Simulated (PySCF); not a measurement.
**Calculated properties of `c1ccccc1`**

Compound: C6H6.
Atom-mapped SMILES: `[cH:1]1[cH:2][cH:3][cH:4][cH:5][cH:6]1` (hydrogens: H7 on C1; H8 on C2; H9 on C3; H10 on C4; H11 on C5; H12 on C6)

Among its groups: benzene ring.

**PBE0-D3(BJ)/def2-SVP geometry optimisation, gas phase (PySCF)**

```
Point group                  : D6h
Rotational constants A, B, C : 5.695, 5.695, 2.847 GHz
```

**PBE0/6-31G ground state and GIAO shieldings, non-relativistic (PySCF)**

```
Dipole moment                                       : 0.00 D
HOMO energy                                         : -7.07 eV
LUMO energy                                         : 0.27 eV
HOMO–LUMO gap                                       : 7.34 eV
13C chemical shifts (computed TMS as zero) by class : 124.5 (C1/C2/C3/C4/C5/C6) ppm
1H chemical shifts (computed TMS as zero) by class  : 7.41 (H7/H8/H9/H10/H11/H12) ppm
```

Monoisotopic mass from the formula: 78.0470 u.

The rotational constants are those of an oblate symmetric top. With B = h/(8π²I), that is 505.379 GHz u Å² over I, the principal moments of inertia are 88.7, 88.7 and 177.5 u Å² (most abundant isotopes); the inertial defect Ic − Ia − Ib is 0.1 u Å² (zero for a rigid planar frame, negative otherwise). Point group D6h forbids a permanent dipole, so the rigid molecule has no electric-dipole pure rotational spectrum.

